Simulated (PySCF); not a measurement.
Species: vinylene carbonate, C₃H₂O₃.
SMILES with atom numbers: `[O:1]=[c:2]1[o:3][cH:4][cH:5][o:6]1` (hydrogens: H7 on C4; H8 on C5)

The same species was optimised twice, with GFN2-xTB and with PBE0-D3(BJ)/def2-SVP (PySCF), and the same property calculations (PySCF, gas phase) were run on both structures.

```tsv
coordinate	GFN2-xTB	PBE0-D3(BJ)/def2-SVP	change
C2–O3 (Å)	1.356	1.361	+0.005
C2–O6 (Å)	1.356	1.360	+0.004
C5–O6 (Å)	1.365	1.368	+0.003
O1=C2 (Å)	1.186	1.184	-0.002
O3–C4 (Å)	1.365	1.366	+0.001
C4–C5 (Å)	1.335	1.334	-0.001
O3–C2–O6 (°)	108.5	107.4	-1.1
C2–O6–C5 (°)	107.2	108.0	+0.8
C2–O3–C4 (°)	107.2	108.0	+0.8
O1–C2–O6 (°)	125.8	126.3	+0.5
O1–C2–O3 (°)	125.7	126.2	+0.5
C4–C5–O6 (°)	108.5	108.3	-0.2
O3–C4–C5 (°)	108.5	108.4	-0.1
```

Rotational constants: A = 9461, B = 4262, C = 2938 MHz (GFN2-xTB) against A = 9498, B = 4220, C = 2922 MHz (PBE0-D3(BJ)/def2-SVP). Point groups within 0.08 Å: C2v and C2v.

On the GFN2-xTB structure: lowest singlet, TDDFT (eV) 6.82 [wB97X-D/def2-SVPD]; lowest triplet, Tamm–Dancoff (eV) 4.33 [wB97X-D/def2-SVPD]; isotropic polarisability (au) 42.0 [wB97X-D/def2-SVPD]; HOMO (eV) -9.38 [wB97X-D/def2-SVPD]; LUMO (eV) 1.57 [wB97X-D/def2-SVPD]; dipole (D) 4.76 [wB97X-D/def2-SVPD]; HOMO (eV) -7.47 [PBE0/pcSseg-1]; LUMO (eV) -0.19 [PBE0/pcSseg-1]; dipole (D) 4.79 [PBE0/pcSseg-1]; GIAO shielding of O1 (ppm) 37.8 [PBE0/pcSseg-1]; GIAO shielding of C2 (ppm) 28.9 [PBE0/pcSseg-1]; GIAO shielding of O3/O6 (mean) (ppm) 109.6 [PBE0/pcSseg-1]; GIAO shielding of C4/C5 (mean) (ppm) 48.9 [PBE0/pcSseg-1].

Problem. What do these properties become on the PBE0-D3(BJ)/def2-SVP structure?

Solution. 
```tsv
property	level	on GFN2-xTB	on PBE0-D3(BJ)/def2-SVP	change
lowest singlet, TDDFT (eV)	wB97X-D/def2-SVPD	6.82	6.84	+0.02
lowest triplet, Tamm–Dancoff (eV)	wB97X-D/def2-SVPD	4.33	4.34	+0.01
isotropic polarisability (au)	wB97X-D/def2-SVPD	42.0	42.4	+0.4
HOMO (eV)	wB97X-D/def2-SVPD	-9.38	-9.38	0.00
LUMO (eV)	wB97X-D/def2-SVPD	1.57	1.58	+0.01
dipole (D)	wB97X-D/def2-SVPD	4.76	4.72	-0.04
energy, GFN2-xTB geometry as zero (kcal/mol)	wB97X-D/def2-SVPD	0.0	-0.3	-0.3
HOMO (eV)	PBE0/pcSseg-1	-7.47	-7.47	0.00
LUMO (eV)	PBE0/pcSseg-1	-0.19	-0.17	+0.02
dipole (D)	PBE0/pcSseg-1	4.79	4.75	-0.04
energy, GFN2-xTB geometry as zero (kcal/mol)	PBE0/pcSseg-1	0.0	-0.2	-0.2
GIAO shielding of O1 (ppm)	PBE0/pcSseg-1	37.8	41.3	+3.5
GIAO shielding of C2 (ppm)	PBE0/pcSseg-1	28.9	29.6	+0.7
GIAO shielding of O3/O6 (mean) (ppm)	PBE0/pcSseg-1	109.6	106.6	-3.0
GIAO shielding of C4/C5 (mean) (ppm)	PBE0/pcSseg-1	48.9	48.4	-0.5
```

The heavy atoms differ by 0.007 Å rms after alignment. Among bonds between heavy atoms C2–O3 and C2–O6 change most and about equally (+0.004 to +0.005 Å). Changes are differences of the printed values. Neither structure is proved a minimum here.

The pairwise dispersion term of wB97X-D wasn't added to the energies; at a given geometry it leaves orbitals and properties as they are.
